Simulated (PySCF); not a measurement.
**Spin states of Al₂⁻**

Unrestricted PBE0; Al aug-cc-pV(D+d)Z; no relativity (PySCF 2.14). Outer shells of the fragments: Al 3s2 3p1; Al− 3s2 3p2.

Followed along the bond (rough minima from three points):

| 2Ms+1 | unpaired | ⟨S²⟩ at the start | R at minimum (Å) | Te (eV) |
| --- | --- | --- | --- | --- |
| 4 | σ ↑, π ↑↑ | 3.75 | 2.57 | 0.00 |
| 2 | σ ↑, π ↑↓ | 1.77 | 2.58 | 0.24 |

Solutions found at the starting distance of 2.490 Å, counted from the lowest of them; the search is not exhaustive and high or unbound solutions are not listed, so other states can lie among these:

| 2Ms+1 | unpaired | term | E (eV) | ⟨S²⟩ | ⟨Lz²⟩ |
| --- | --- | --- | --- | --- | --- |
| 4 | σ ↑, π ↑↑ | ⁴Σ⁻ | 0.00 | 3.75 | 0.00 |
| 2 | σ ↑, π ↑↓ | mixed | 0.24 | 1.77 | 2.02 |

A term symbol is given only where ⟨S²⟩ and ⟨Lz²⟩ are close to those of a pure state; real π, δ and φ orbitals otherwise mix terms, and g/u labels are left off.
